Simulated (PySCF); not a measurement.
**Question.** Give a GFN2-xTB geometry of cyclopentanethiol (`SC1CCCC1`).

**Answer.** 
Z-matrix in Å and degrees, rows numbered from 1:
```
S 
C   1  1.8345
C   2  1.5239  1  112.14
C   3  1.5343  2  104.86  1    84.75
C   4  1.5423  3  106.17  2    22.50
C   2  1.5239  1  112.20  3   116.22
H   1  1.3289  2   96.07  3   -58.21
H   2  1.0905  1  103.29  3  -121.87
H   3  1.0918  2  108.60  1  -157.27
H   3  1.0890  2  112.26  1   -37.68
H   4  1.0888  3  110.96  2   143.90
H   4  1.0906  3  110.33  2   -97.23
H   5  1.0888  4  111.60  3   120.94
H   5  1.0907  4  110.53  3  -119.65
H   6  1.0890  2  112.25  1    37.82
H   6  1.0918  2  108.52  1   157.34
```

Of the pairs four or more bonds apart, C5···H7 is among the closest relative to their van der Waals radii: 2.83 Å, 98 % of the sum of Bondi's values. The 5-membered ring C2–C3–C4–C5–C6 has internal angles of 103.7° to 106.2° (sum 526°, against 540° for a flat polygon); it is puckered, 0.16 Å rms from its mean plane, widest ring torsion 37°.

Structure optimised with GFN2-xTB, isolated species.

Point group: Cs (every atom within 0.08 Å of its image). Not checked by GFN2-xTB frequencies. The numbers are those of one conformer (H–S1–C2–C3 -58°, S1–C2–C3–C4 85°, C2–C3–C4–C5 23°, C3–C4–C5–C6 0°, C4–C5–C6–C2 -22°).

All values are computed, not measured.
